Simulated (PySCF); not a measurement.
A mixed set of molecules. Theory: PySCF 2.14.0, density-fitted response routines, TDDFT CAM-B3LYP/aug-cc-pVTZ, vertical, gas phase, core orbitals frozen in the response. Geometries: PBE0-D3(BJ)/def2-TZVP; one conformer of each isolated species. Triplets are in the Tamm–Dancoff approximation. 'Strongest' means the level of largest summed f among the lowest 10 singlets; it needn't be the same kind of state in each.

Question: Rank by computed lowest singlet excitation energy, lowest first.
A. `O=C(F)F`
B. `C/C=C/C=O`
C. `C(=C)OC=C`
D. `C1=CCOC1`

Answer: B (3.94 eV), C (5.73 eV), D (5.93 eV), A (7.18 eV).

| SMILES | S1 (eV) | α (au) | f (strongest) | HOMO (eV) | f (S1) | S1 mainly |
| --- | --- | --- | --- | --- | --- | --- |
| C/C=C/C=O | 3.94 | 57.0 | 0.51 | -8.88 | 0.000 | H→L (92%) |
| C=COC=C | 5.73 | 61.0 | 0.64 | -7.78 | 0.055 | H→L (88%) |
| C1=CCOC1 | 5.93 | 50.5 | 0.12 | -8.14 | 0.001 | H→L (85%) |
| O=C(F)F | 7.18 | 18.5 | 0.15 | -11.99 | 0.000 | H→L+1 (99%) |

H and L stand for HOMO and LUMO.

- `C/C=C/C=O`: Löwdin shares by element: HOMO oxygen 59%, carbon 29% or more, hydrogen 8% or more; LUMO carbon 61% or more, oxygen 20% (atoms not listed hold the other 19%).
- `C=COC=C`: Löwdin shares by element: HOMO carbon 52% or more, oxygen 21% (atoms not listed hold the other 27%); LUMO hydrogen 78% or more (atoms not listed hold the other 22%).
- `C1=CCOC1`: Löwdin shares by element: HOMO carbon 44% or more, oxygen 22% (atoms not listed hold the other 34%); LUMO hydrogen 69% or more (atoms not listed hold the other 31%).
- `O=C(F)F`: Löwdin shares by element: HOMO oxygen 67%, carbon 17%, fluorine 16%; LUMO carbon 76%, fluorine 16%, oxygen 7%.
